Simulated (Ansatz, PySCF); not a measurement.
Species: C4H4N, net charge -1, singlet state. It need not be the lowest isomer of its formula. Whether it binds its extra electron was not tested at this geometry. 
Geometry from a B3LYP-D3(BJ)/def2-TZVP (Ansatz, an electronic-structure program) optimisation:
SMILES: c1cc[n-]c1
```xyz
9

N     -0.0018     0.0036     1.2272
C      0.0016     1.0810     0.3973
C     -0.0028    -1.0787     0.4036
C      0.0029     0.7054    -0.9510
C     -0.0001    -0.7110    -0.9469
H      0.0031     2.0891     0.7999
H     -0.0055    -2.0844     0.8121
H      0.0055     1.3594    -1.8145
H     -0.0001    -1.3700    -1.8065
```
Charge -1, spin multiplicity 1.

Total electronic energies in hartree. Correlated levels leave the core frozen unless marked. No spin-orbit coupling. Non-relativistic. 

| level | program | energy (Eh) |
|---|---|---|
| HF/def2-TZVPD | PySCF | ? |
| BLYP-D3(BJ)/def2-TZVPD | Ansatz + dftd3 | ? |
| B3LYP-D4/def2-TZVPD | Ansatz + dftd4 | ? |
| PBE0/STO-3G | Ansatz | -206.62904 |
| TPSSh-D3(BJ)/def2-TZVPD | PySCF + dftd3 | -209.68399 |
| MP2/6-31G* | Ansatz | -208.88369 |
| MP2/cc-pVDZ | Ansatz | -208.92982 |
| SCS-MP2/STO-3G | Ansatz | -205.79944 |

### Question
Fill in the missing entries.

### Answer

- HF/def2-TZVPD, energy (Eh): -208.29301
- BLYP-D3(BJ)/def2-TZVPD, energy (Eh): -209.59745
- B3LYP-D4/def2-TZVPD, energy (Eh): -209.68141
